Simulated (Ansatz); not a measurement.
**Iodine, solid I2 (Cmce) under LDA: how the Gaussian smearing moves the result**

How small must the Gaussian smearing width be for energy and pressure to settle? The geometry was relaxed under LDA beforehand and stays fixed; 7 values are run, from 0.01 to 1.0 eV. Wanted are the values from which on the energy stays within 10 and 1 meV/atom, and the pressure within 0.5 GPa, of the narrowest run. Within the series other settings stay, but some runs also write fields, which adds to their time. Spin polarisation is left out.

Computed with Ansatz 0.2.0 (DFT LDA, plane waves with PAW, scalar-relativistic, unless a step says otherwise).

1 further run of the same task is left out (set aside as unsound or not needed).

**1. The structure to begin with**

The structure is orthorhombic, space group Cmce (No. 64). The conventional cell has a = 7.177 Å, b = 4.283 Å, c = 9.627 Å, α = 90.00°, β = 90.00°, γ = 90.00°. I (site symmetry m) has 1 I at 2.80 Å as nearest neighbours.

Coordinates:

```xyz
4
Lattice="3.5887 -2.1413 0.0000 3.5887 2.1413 0.0000 0.0000 0.0000 9.6272" Properties=species:S:1:pos:R:3 pbc="T T T"
I     3.5887   -1.3937    1.1859
I     3.5887   -0.7476    5.9995
I     3.5887    1.3937    8.4413
I     3.5887    0.7476    3.6277
```

**2. Run at 0.01 eV**

The run at 0.01 eV.

input.yaml

```yaml
crystal:
  lattice:
    - [3.5886574692, -2.141315036, 0.0]
    - [3.5886574692, 2.141315036, 0.0]
    - [0.0, 0.0, 9.627213001]
  atoms:
    - { symbol: I, position: [0.8254264989, 0.1745735011, 0.1231842597] }
    - { symbol: I, position: [0.6745735011, 0.3254264989, 0.6231842597] }
    - { symbol: I, position: [0.1745735011, 0.8254264989, 0.8768157403] }
    - { symbol: I, position: [0.3254264989, 0.6745735011, 0.3768157403] }
hamiltonian:
  xc: lda
  pseudopotentials:
    kind: paw
    azcp:
      I: "pseudopotentials/I.paw.azcp"
basis:
  ecutwfc: 420
  fft_grid_basis: typed
kpoints:
  mp_grid: { grid: [9, 9, 4], shift: [0, 0, 0] }
magnetization:
  spin_polarized: false
scf:
  occupations: { method: gaussian, width: 0.01 }
  lower_state_search: "off"
output:
  stress: true
```

On the command line:

```console
ansatz run input.yaml --threads 2 --pin off --max-ram 5120MiB --backend cpu --events-out ev --progress --plain --runs-dir out
```

**3. Run at 0.03 eV**

The run at 0.03 eV.

input.yaml: that of step 2 with these lines changed.

```diff
@@ -24,3 +24,3 @@
 scf:
-  occupations: { method: gaussian, width: 0.01 }
+  occupations: { method: gaussian, width: 0.03 }
   lower_state_search: "off"
@@ -28 +28,5 @@
   stress: true
+  write_density: true
+  write_potential: true
+  elf: true
+  volumetric_format: npy
```

**4. Run at 0.1 eV**

The run at 0.1 eV.

input.yaml: that of step 3 with these lines changed.

```diff
@@ -24,3 +24,3 @@
 scf:
-  occupations: { method: gaussian, width: 0.03 }
+  occupations: { method: gaussian, width: 0.1 }
   lower_state_search: "off"
@@ -28,5 +28 @@
   stress: true
-  write_density: true
-  write_potential: true
-  elf: true
-  volumetric_format: npy
```

**5. Run at 0.2 eV**

The run at 0.2 eV.

input.yaml: that of step 4 with these lines changed.

```diff
@@ -24,3 +24,3 @@
 scf:
-  occupations: { method: gaussian, width: 0.1 }
+  occupations: { method: gaussian, width: 0.2 }
   lower_state_search: "off"
@@ -28 +28,5 @@
   stress: true
+  write_density: true
+  write_potential: true
+  elf: true
+  volumetric_format: npy
```

**6. Run at 0.3 eV**

The run at 0.3 eV.

input.yaml: that of step 5 with these lines changed.

```diff
@@ -24,3 +24,3 @@
 scf:
-  occupations: { method: gaussian, width: 0.2 }
+  occupations: { method: gaussian, width: 0.3 }
   lower_state_search: "off"
@@ -28,5 +28 @@
   stress: true
-  write_density: true
-  write_potential: true
-  elf: true
-  volumetric_format: npy
```

**7. Run at 0.6 eV**

The run at 0.6 eV.

input.yaml: that of step 6 with these lines changed.

```diff
@@ -24,3 +24,3 @@
 scf:
-  occupations: { method: gaussian, width: 0.3 }
+  occupations: { method: gaussian, width: 0.6 }
   lower_state_search: "off"
```

**8. Run at 1.0 eV**

The run at 1.0 eV.

input.yaml: that of step 7 with these lines changed.

```diff
@@ -24,3 +24,3 @@
 scf:
-  occupations: { method: gaussian, width: 0.6 }
+  occupations: { method: gaussian, width: 1.0 }
   lower_state_search: "off"
@@ -28 +28,5 @@
   stress: true
+  write_density: true
+  write_potential: true
+  elf: true
+  volumetric_format: npy
```

(Steps that only read results are left out.)

What does the calculation give?

**Answer**, as computed:

| quantity | value |
| --- | --- |
| E(σ → 0) stays within 10 meV/atom of 0.01 eV | up to 0.3 eV |
| E(σ → 0) stays within 1 meV/atom | up to 0.3 eV |
| pressure stays within 0.5 GPa | up to 0.6 eV |
| pressure at 0.01 eV | -0.04 GPa |

In words: At 1.0 eV the energy differs by +45.0 meV/atom and the pressure by +1.0 GPa. Over the range F shifts by -67.1 meV/atom, while E(σ → 0) shifts by +45.0. While the width stays far under the gap, it changes nothing. The cell taken over is 10 % smaller than the measured one (41.15 Å³/atom, COD), which weighs on all values here.

The gaps are Kohn-Sham values of a semilocal functional, not quasiparticle or optical gaps. Such gaps usually fall short of the measured ones; spin-orbit coupling, left out here, narrows gaps with I, so the two errors partly cancel.
